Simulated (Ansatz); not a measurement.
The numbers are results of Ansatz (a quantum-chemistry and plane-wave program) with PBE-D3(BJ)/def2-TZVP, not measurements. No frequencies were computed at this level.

Ansatz 0.2 input:
```yaml
crystal:
  periodic: [false, false, false]
  atoms:
    - { symbol: F, position_ang: [1.17657, -0.526757, -0.224147] }
    - { symbol: C, position_ang: [0.004744, 0.057954, -0.0053] }
    - { symbol: F, position_ang: [-0.871957, -0.419134, -0.880937] }
    - { symbol: F, position_ang: [-0.403792, -0.265684, 1.215893] }
    - { symbol: H, position_ang: [0.094435, 1.153621, -0.105509] }
basis:
  gaussian: { orbitals: def2-tzvp }
hamiltonian:
  xc: pbe
  dispersion: d3bj
relax:
  max_steps: 150
```

Output:

```
Functional definition: PBE
692 factors; their error is unknown
mean field evaluation 1: about -9197.4432 eV, gradient 3.8e1 eV
mean field evaluation 2: about -9195.2431 eV, gradient 5.7e1 eV
mean field evaluation 4: about -9199.2379 eV, gradient 1.7e0 eV
mean field evaluation 8: about -9199.2393 eV, gradient 3.1e-2 eV
mean field evaluation 16: about -9199.2252 eV, gradient 2.4e-5 eV
mean field -9199.22516830 eV, -338.0652894764 hartree, gradient 2.4e-5 eV, S^2 0.000000; 0 other end points of the search recorded, 0 dependent functions left out
reference -9199.22518858 eV, -338.0652902214 hartree; 17, 17 occupied and 113, 113 virtual orbitals, 692 factors
relax step   1: F+E_penalty+E_count = -9199.26867759 eV  Δ(F+E_penalty+E_count) = +0.000e0 eV  max|allowed force component| = 1.071e0 eV/Å  Δτ_max = 0.0000 Å  (28 SCF iters, accepted)
these checks for a lower state are left out or cut short: starts, cluster_reference, orbital_swaps, neighbouring_geometries, increment
692 factors; their error is unknown
mean field -9199.25676121 eV, -338.0664504943 hartree, gradient 2.2e-5 eV, S^2 0.000000; 0 other end points of the search recorded, 0 dependent functions left out
reference -9199.25678137 eV, -338.0664512350 hartree; 17, 17 occupied and 113, 113 virtual orbitals, 692 factors
relax step   2: F+E_penalty+E_count = -9199.30020905 eV  Δ(F+E_penalty+E_count) = -3.153e-2 eV  max|allowed force component| = 4.756e-1 eV/Å  Δτ_max = 0.0133 Å  (31 SCF iters, accepted)
these checks for a lower state are left out or cut short: starts, cluster_reference, orbital_swaps, neighbouring_geometries, increment
692 factors; their error is unknown
mean field evaluation 32: about -9199.2638 eV, gradient 2.2e-5 eV
mean field -9199.26378950 eV, -338.0667087792 hartree, gradient 2.2e-5 eV, S^2 0.000000; 0 other end points of the search recorded, 0 dependent functions left out
reference -9199.26380956 eV, -338.0667095165 hartree; 17, 17 occupied and 113, 113 virtual orbitals, 692 factors
relax step   3: F+E_penalty+E_count = -9199.30719342 eV  Δ(F+E_penalty+E_count) = -6.984e-3 eV  max|allowed force component| = 5.146e-2 eV/Å  Δτ_max = 0.0088 Å  (31 SCF iters, accepted)
these checks for a lower state are left out or cut short: starts, cluster_reference, orbital_swaps, neighbouring_geometries, increment
692 factors; their error is unknown
mean field -9199.26381872 eV, -338.0667098530 hartree, gradient 2.2e-5 eV, S^2 0.000000; 0 other end points of the search recorded, 0 dependent functions left out
reference -9199.26383877 eV, -338.0667105899 hartree; 17, 17 occupied and 113, 113 virtual orbitals, 692 factors
relax step   4: F+E_penalty+E_count = -9199.30722070 eV  Δ(F+E_penalty+E_count) = -2.728e-5 eV  max|allowed force component| = 5.534e-3 eV/Å  Δτ_max = 0.0004 Å  (33 SCF iters, accepted)
692 factors; their error is unknown
mean field evaluation 64: about -9199.2638 eV, gradient 2.7e-4 eV
mean field -9199.26381872 eV, -338.0667098530 hartree, gradient 2.2e-5 eV, S^2 0.000000; 1 other end points of the search recorded, 0 dependent functions left out
reference -9199.26383877 eV, -338.0667105899 hartree; 17, 17 occupied and 113, 113 virtual orbitals, 692 factors
Total energy: -9199.30724075 eV, -338.0683055833 hartree
Atom 0 at     1.198249    -0.530561    -0.228709 Å, force    -0.000132    -0.000271     0.000047 eV/Å
Atom 1 at     0.005057     0.061781    -0.005650 Å, force     0.000447     0.005534    -0.000512 eV/Å
Atom 2 at    -0.887211    -0.420996    -0.897340 Å, force     0.000058    -0.000283     0.000115 eV/Å
Atom 3 at    -0.410606    -0.264781     1.237294 Å, force     0.000008    -0.000295    -0.000081 eV/Å
Atom 4 at     0.094511     1.154557    -0.105595 Å, force    -0.000381    -0.004686     0.000431 eV/Å
Dipole moment:     0.025320     0.309318    -0.028290 e Å
```

Cost: around 10 core-seconds (rough).
